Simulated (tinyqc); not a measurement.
Inside a calculation. Method: RKS/PBE0 in the sto-3g basis, for H2O, spin multiplicity 1. One step of it, computed by the program tinyqc.

Task: Iteration 1: diagonalisation and new density. Diagonalise F' = X^T F X, C = X C', fill 5 alpha and 5 beta electrons from the bottom; D = 2 C_occ C_occ^T. Each column has its largest component positive (the first on a tie).

Kohn-Sham matrix F (hartree), lower triangle:
```
             1O 1s      1O 2s    1O 2px     1O 2py     1O 2pz      2H 1s      3H 1s
1O 1s   -17.388943
1O 2s    -4.549153  -1.346048
1O 2px    0.000000   0.000000  0.562455
1O 2py    0.000000   0.000000  0.000000   0.465112
1O 2pz   -0.012072  -0.183899  0.000000   0.000000   0.487652
2H 1s    -0.707281  -0.451440  0.000000  -0.130480  -0.165995  -0.221582
3H 1s    -0.707281  -0.451440  0.000000   0.130480  -0.165995  -0.170004  -0.221582
```

X:
```
                1          2          3         4          5          6         7
1O 1s   -0.352217   0.000000   0.726816  0.000000   0.619693   0.000000  0.174410
1O 2s    1.015166   0.000000  -0.308274  0.000000   0.327200   0.000000  0.436819
1O 2px   0.000000   0.000000   0.000000  1.000000   0.000000   0.000000  0.000000
1O 2py   0.000000   0.828803   0.000000  0.000000   0.000000   0.704588  0.000000
1O 2pz   0.504141   0.000000   0.667032  0.000000  -0.605800   0.000000  0.222980
2H 1s   -0.639061  -0.766092  -0.182038  0.000000  -0.149839   0.381132  0.386839
3H 1s   -0.639061   0.766092  -0.182038  0.000000  -0.149839  -0.381132  0.386839
```

Give: F' = X^T F X; orbital energies; coefficients C; D after iteration 1.

Result:

F' = X^T F X (hartree), lower triangle:
```
        1       2        3       4        5       6        7
1  0.0775
2  0.0000  0.5903
3  1.7249  0.0000  -6.6667
4  0.0000  0.0000   0.0000  0.5625
5  1.5715  0.0000  -7.8794  0.0000  -8.1323
6  0.0000  0.3602   0.0000  0.0000   0.0000  0.0758
7  0.7624  0.0000  -3.3849  0.0000  -3.8169  0.0000  -2.1620
```

orbital energies (hartree): MO1 -17.4016, MO2 -0.4225, MO3 -0.1096, MO4 0.2506, MO5 0.5625, MO6 0.6901, MO7 0.7757

coefficients C:
```
            MO1      MO2      MO3      MO4     MO5      MO6      MO7
1O 1s    0.9927  -0.1635   0.0000  -0.2291  0.0000  -0.0462   0.0000
1O 2s    0.0312   0.4971   0.0000   1.0406  0.0000   0.3041   0.0000
1O 2px   0.0000   0.0000   0.0000   0.0000  1.0000   0.0000   0.0000
1O 2py   0.0000   0.0000   0.2473   0.0000  0.0000   0.0000   1.0593
1O 2pz   0.0035   0.1642   0.0000  -0.1816  0.0000   1.0275   0.0000
2H 1s   -0.0061   0.4045   0.6894  -0.5255  0.0000  -0.4169  -0.5068
3H 1s   -0.0061   0.4045  -0.6894  -0.5255  0.0000  -0.4169   0.5068
```

D after iteration 1, lower triangle:
```
          1O 1s    1O 2s  1O 2px   1O 2py  1O 2pz    2H 1s   3H 1s
1O 1s    2.1292
1O 2s   -0.5772   2.6619
1O 2px   0.0000   0.0000  2.0000
1O 2py   0.0000   0.0000  0.0000   0.1223
1O 2pz   0.0364  -0.2144  0.0000   0.0000  0.1199
2H 1s    0.0963  -0.6918  0.0000   0.3410  0.3237   1.8302
3H 1s    0.0963  -0.6918  0.0000  -0.3410  0.3237  -0.0710  1.8302
```
